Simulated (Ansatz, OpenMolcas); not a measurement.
## Ansatz → OpenMolcas

This Ansatz 0.2.0 job computes doublet [BPH4]+:

molecule.yaml:
```yaml
crystal:
  periodic: [false, false, false]
  atoms:
    - {symbol: B, position_ang: [0.002660, -0.867960, 0.118880]}
    - {symbol: P, position_ang: [0.378740, 0.928770, 0.259630]}
    - {symbol: H, position_ang: [-0.777460, -1.351190, 0.842930]}
    - {symbol: H, position_ang: [0.659230, -1.540870, -0.575930]}
    - {symbol: H, position_ang: [0.599110, 1.319050, -1.043720]}
    - {symbol: H, position_ang: [-0.862270, 1.512200, 0.398210]}
basis:
  gaussian:
    orbitals: STO-3G
total_charge: 1
magnetization:
  spin_polarized: true
  initial_magnetization: 1
hamiltonian:
  xc: {name: B3LYP}
accuracy: high
```

```bash
$ ansatz run molecule.yaml --threads 1 --pin off --max-ram 2610MiB --events-out events.jsonl --progress --plain --runs-dir runs
```

Geometry: relaxed at GFN2-xTB. That shape belongs to the parent species and isn't relaxed for this state.

It gives a total energy of -364.112644 Eh.

Write the same calculation for OpenMolcas 26.06 as an input file of the program's own.

This input was run:

mol.input:
```
&GATEWAY
  BasLib
  $CurrDir
  Coord
  6
  angstrom
  B        0.002660      -0.867960       0.118880
  P        0.378740       0.928770       0.259630
  H       -0.777460      -1.351190       0.842930
  H        0.659230      -1.540870      -0.575930
  H        0.599110       1.319050      -1.043720
  H       -0.862270       1.512200       0.398210
  Basis
  STO-3G
  Group
  NoSym

&SEWARD
  GridInput
  Grid=UltraFine
  End of Grid

&SCF
  UHF
  Charge
  1
  Spin
  2
  KSDFT
  B3LYP
  Thresholds
  1e-10 1e-07 1e-07 1e-05
  PrOrbitals
  1 1
```

```bash
$ export MOLCAS_MEM=1860
$ pymolcas mol.input > mol.log
```

(Basis files named in the input come from the Basis Set Exchange and aren't shown.)

Its energy is -364.112643 Eh, the same as the first but for the last digit, at most.
